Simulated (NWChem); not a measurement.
System: methylamine (CH5N); SMILES NC

The following NWChem deck was run.

```
start job
memory heap 200 mb stack 900 mb global 1100 mb
geometry units angstroms noautosym nocenter noautoz
  C     -0.007721     0.690034     0.000000
  N     -0.096730    -0.753659     0.000000
  H     -0.528114     1.096772    -0.881724
  H     -0.528114     1.096772     0.881724
  H      1.016671     1.119737     0.000000
  H      0.376435    -1.141446    -0.813320
  H      0.376435    -1.141446     0.813320
end
basis spherical
  * library def2-svpd
end
dft
  xc b3lyp
  iterations 150
end
property
  response 1 0.0
end
task dft property
```

Output (shortened):

```
             Northwest Computational Chemistry Package (NWChem) 7.3.0
             --------------------------------------------------------

                             Geometry "geometry" -> ""
                             -------------------------

 Output coordinates in angstroms (scale by  1.889725989 to convert to a.u.)

  No.       Tag          Charge          X              Y              Z
 ---- ---------------- ---------- -------------- -------------- --------------
    1 C                    6.0000    -0.00772100     0.69003400     0.00000000
    2 N                    7.0000    -0.09673000    -0.75365900     0.00000000
    3 H                    1.0000    -0.52811400     1.09677200    -0.88172400
    4 H                    1.0000    -0.52811400     1.09677200     0.88172400
    5 H                    1.0000     1.01667100     1.11973700     0.00000000
    6 H                    1.0000     0.37643500    -1.14144600    -0.81332000
    7 H                    1.0000     0.37643500    -1.14144600     0.81332000

 Effective nuclear repulsion energy (a.u.)      42.0591357843

                              NWChem Property Module
                              ----------------------

                                 NWChem DFT Module
                                 -----------------

 Summary of "ao basis" -> "ao basis" (spherical)
 ------------------------------------------------------------------------------
       Tag                 Description            Shells   Functions and Types
 ---------------- ------------------------------  ------  ---------------------
 C                         def2-svpd                 8       20   4s2p2d
 N                         def2-svpd                 8       20   4s2p2d
 H                         def2-svpd                 4        8   2s2p

            General Information
            -------------------
          SCF calculation type: DFT
          Wavefunction type:  closed shell.
          No. of atoms     :     7
          No. of electrons :    18
           Alpha electrons :     9
            Beta electrons :     9
          Charge           :     0
          Spin multiplicity:     1
          Use of symmetry is: off; symmetry adaption is: off
          Maximum number of iterations: 150
          AO basis - number of functions:    80
                     number of shells:    36
          Convergence on energy requested:  1.00D-06
          Convergence on density requested:  1.00D-05
          Convergence on gradient requested:  5.00D-04

              XC Information
              --------------
                         B3LYP Method XC Potential
                     Hartree-Fock (Exact) Exchange  0.200
                        Slater Exchange Functional  0.800 local
                    Becke 1988 Exchange Functional  0.720 non-local
              Lee-Yang-Parr Correlation Functional  0.810
                  VWN I RPA Correlation Functional  0.190 local

             Grid Information
             ----------------
          Grid used for XC integration:  medium
          Radial quadrature: Mura-Knowles
          Angular quadrature: Lebedev.
          Tag              B.-S. Rad. Rad. Pts. Rad. Cut. Ang. Pts.
          ---              ---------- --------- --------- ---------
          C                   0.70       49           8.0       434
          N                   0.65       49           8.0       434
          H                   0.35       45          10.0       434
          Grid pruning is: on
          Number of quadrature shells:   323
          Spatial weights used:  Erf1

      Superposition of Atomic Density Guess
      -------------------------------------

 Sum of atomic energies:         -94.36598069

      Non-variational initial energy
      ------------------------------

 Total energy =     -95.552719
 1-e energy   =    -209.099698
 2-e energy   =      71.487843
 HOMO         =      -0.314638
 LUMO         =       0.061120

   convergence    iter        energy       DeltaE   RMS-Dens  Diis-err
 ---------------- ----- ----------------- --------- --------- ---------
 d= 0,ls=0.0,diis     1    -95.7707941956 -1.38D+02  2.24D-02  2.38D-01
 d= 0,ls=0.0,diis     2    -95.7840709298 -1.33D-02  9.36D-03  1.37D-01
 d= 0,ls=0.0,diis     3    -95.7956537947 -1.16D-02  3.22D-03  3.15D-02
 d= 0,ls=0.0,diis     4    -95.7989333665 -3.28D-03  2.70D-04  3.44D-04
 d= 0,ls=0.0,diis     5    -95.7989725100 -3.91D-05  8.44D-05  1.98D-05
  Resetting Diis
 d= 0,ls=0.0,diis     6    -95.7989748631 -2.35D-06  1.81D-05  1.49D-06
 d= 0,ls=0.0,diis     7    -95.7989750520 -1.89D-07  5.31D-06  1.85D-08

         Total DFT energy =      -95.798975051972
      One electron energy =     -211.455822714556
           Coulomb energy =       87.774888899006
    Exchange-Corr. energy =      -14.177177020753
 Nuclear repulsion energy =       42.059135784331

 Numeric. integr. density =       17.999999798997

                       DFT Final Molecular Orbital Analysis
                       ------------------------------------

 Vector    7  Occ=2.000000D+00  E=-4.068111D-01
              MO Center= -2.3D-02,  4.5D-01,  8.8D-10, r^2= 1.7D+00
   Bfn.  Coefficient  Atom+Function         Bfn.  Coefficient  Atom+Function
  ----- ------------  ---------------      ----- ------------  ---------------
     5      0.361383  1 C  px                24     -0.291050  2 N  s
    26     -0.262731  2 N  py                 6     -0.233908  1 C  py
    57      0.222258  5 H  s                 41     -0.211489  3 H  s
    49     -0.211489  4 H  s                  9     -0.118829  1 C  py
    29      0.109273  2 N  py                58      0.108872  5 H  s

 Vector    8  Occ=2.000000D+00  E=-3.674942D-01
              MO Center= -1.7D-01,  4.7D-01,  6.4D-11, r^2= 1.9D+00
   Bfn.  Coefficient  Atom+Function         Bfn.  Coefficient  Atom+Function
  ----- ------------  ---------------      ----- ------------  ---------------
     7      0.396712  1 C  pz                41     -0.305495  3 H  s
    49      0.305495  4 H  s                 27      0.236513  2 N  pz
    65      0.201471  6 H  s                 73     -0.201471  7 H  s
    42     -0.188124  3 H  s                 50      0.188124  4 H  s
    30     -0.063099  2 N  pz                17      0.062149  1 C  d -1

 Vector    9  Occ=2.000000D+00  E=-2.443435D-01
              MO Center= -1.3D-01, -5.0D-01, -1.9D-11, r^2= 1.6D+00
   Bfn.  Coefficient  Atom+Function         Bfn.  Coefficient  Atom+Function
  ----- ------------  ---------------      ----- ------------  ---------------
    24      0.602336  2 N  s                 25      0.513869  2 N  px
    28     -0.312939  2 N  px                66     -0.255209  6 H  s
    74     -0.255209  7 H  s                 57      0.213171  5 H  s
    23      0.200947  2 N  s                 22      0.171797  2 N  s
     5      0.147006  1 C  px                26      0.135331  2 N  py

 Vector   10  Occ=0.000000D+00  E= 1.829624D-02
              MO Center=  4.2D-01,  5.9D-03, -1.2D-08, r^2= 6.9D+00
   Bfn.  Coefficient  Atom+Function         Bfn.  Coefficient  Atom+Function
  ----- ------------  ---------------      ----- ------------  ---------------
     4      2.791562  1 C  s                  3      1.677286  1 C  s
    42     -1.486810  3 H  s                 50     -1.486810  4 H  s
    24      1.184543  2 N  s                 58     -0.794440  5 H  s
    66     -0.781685  6 H  s                 74     -0.781685  7 H  s
    48     -0.414585  3 H  pz                56      0.414585  4 H  pz

 Vector   11  Occ=0.000000D+00  E= 5.263085D-02
              MO Center=  1.8D-01,  4.0D-01, -4.1D-09, r^2= 8.0D+00
   Bfn.  Coefficient  Atom+Function         Bfn.  Coefficient  Atom+Function
  ----- ------------  ---------------      ----- ------------  ---------------
    24      4.451671  2 N  s                  4     -2.895355  1 C  s
     3     -2.460495  1 C  s                 58      1.719690  5 H  s
    66     -1.423501  6 H  s                 74     -1.423501  7 H  s
    42      1.005443  3 H  s                 50      1.005443  4 H  s
    72     -0.520275  6 H  pz                80      0.520275  7 H  pz

 Vector   12  Occ=0.000000D+00  E= 8.400747D-02
              MO Center=  4.0D-01, -4.0D-01,  5.9D-09, r^2= 6.5D+00
   Bfn.  Coefficient  Atom+Function         Bfn.  Coefficient  Atom+Function
  ----- ------------  ---------------      ----- ------------  ---------------
    66      0.898384  6 H  s                 74     -0.898384  7 H  s
    72      0.862299  6 H  pz                80      0.862299  7 H  pz
    42      0.604604  3 H  s                 50     -0.604604  4 H  s
    48      0.575664  3 H  pz                56      0.575664  4 H  pz
    64      0.572683  5 H  pz                17     -0.423772  1 C  d -1

     Multipole analysis of the density
     ---------------------------------

     L   x y z        total         alpha         beta         nuclear
     -   - - -        -----         -----         ----         -------
     0   0 0 0     -0.000000     -9.000000     -9.000000     18.000000

     1   1 0 0      0.503186      0.261158      0.261158     -0.019130
     1   0 1 0      0.092262      0.145360      0.145360     -0.198459
     1   0 0 1     -0.000000     -0.000000     -0.000000      0.000000

[...]

 DFT Linear Response polarizability / au
 Frequency  =       0.0000000 / au
              X              Y              Z
 -----------------------------------------------
 X      24.1417346      0.1157947      0.0000000
 Y       0.1158021     27.8823925     -0.0000000
 Z       0.0000000     -0.0000000     24.1608847
 -----------------------------------------------
 Eigenvalues =      24.1381535     27.8859735     24.1608847
 Isotropic   =      25.3950039
 Anisotropic =       3.7365063
 -----------------------------------------------

 Magnetic Dipole Response Matrix (nonzero elements):

 Exiting AOResponse driver routine
```

Level: B3LYP/def2-SVPD. Coordinates come from a PBE0/def2-SVP optimisation.
